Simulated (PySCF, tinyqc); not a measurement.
The basis set: RHF and MP2 along a ladder of basis sets, for CH+, spin multiplicity 1. Computed by the program tinyqc with PySCF. Same geometry throughout; the dipole is taken about the origin.

Geometry (angstrom):
```
atom,x,y,z
C,0.0000,0.0000,0.0000
H,0.0000,0.0000,1.0970
```

RHF and frozen-core MP2 in a ladder of bases:
```
basis,functions,E(RHF) (hartree),E(MP2 corr) (hartree),HOMO (eV),LUMO (eV),dipole (debye)
sto-3g,6,-37.450658,-0.031227,-23.5848,-8.0000,2.2105
6-31g,11,-37.881546,-0.042820,-23.6469,-8.9976,2.5064
6-31g**,19,-37.897073,-0.069648,-23.8629,-8.9456,2.3757
cc-pvdz,19,-37.900386,-0.067821,-23.9014,-9.0297,2.3550
aug-cc-pvdz,32,-37.900919,-0.069054,-23.9010,-9.0859,2.3227
cc-pvtz,44,-37.907448,-0.084338,-23.9149,-9.0435,2.3276
```

Estimate the missing row, basis = 3-21g.

Computed row:
```
basis  functions  E(RHF) (hartree)  E(MP2 corr) (hartree)  HOMO (eV)  LUMO (eV)  dipole (debye)
3-21g         11        -37.679142              -0.044142   -23.7546    -9.1554          2.5098
```

From cc-pVDZ to cc-pVTZ the RHF energy falls by 7.1 mhartree and the correlation energy by 16.5. If valence correlation converges as X^-3, (27 E(T) - 8 E(D))/19 gives -0.0913 hartree, a rough estimate from such small X that usually falls short; STO-3G holds about 34 % of it. Beyond STO-3G the LUMO moves by 0.2 eV and the HOMO by 0.3 eV. The restricted reference is unstable here: a spin-polarised solution lies 0.0096 hartree lower (PySCF, cc-pVDZ), so results built on it describe a poor reference.
